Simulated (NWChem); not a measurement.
# CH6Si; SMILES C[SiH3]

```xyz
8

Si     0.0000     0.0000     0.6218
C      0.0000     0.0000    -1.2593
H     -1.0569    -0.9175     1.1510
H     -0.2661     1.3740     1.1510
H      1.3230    -0.4566     1.1510
H      0.1956    -1.0101    -1.6502
H      0.7769     0.6745    -1.6502
H     -0.9726     0.3356    -1.6502
```
Atoms are numbered in this order, from 1.

Program: NWChem. Geometry optimised at PBE0/def2-SVP; all other runs use it. 

| quantity | level | value |
|---|---|---|
| vertical, lowest state with f > 0.02, singlet (eV) | PBE0/def2-SVPD, TDA | 8.47 |
| isotropic polarisability (bohr³), static | PBE0/def2-SVPD | 43.3 |
| solvation free energy (kcal/mol) in water | PBE0/def2-SVP, SMD | 2.2 |
| vertical ionisation energy, ΔSCF (eV) | PBE0/def2-SVP | [?] |
| dipole (D) | PBE0/def2-SVP | [?] |
| highest harmonic frequency (cm⁻¹) | PBE0/def2-SVP | [?] |

**Question.** What belongs in the gaps?

**Answer.** 
- vertical ionisation energy, ΔSCF (eV), value: 11.58
- dipole (D), value: 0.80
- highest harmonic frequency (cm⁻¹), value: 3171
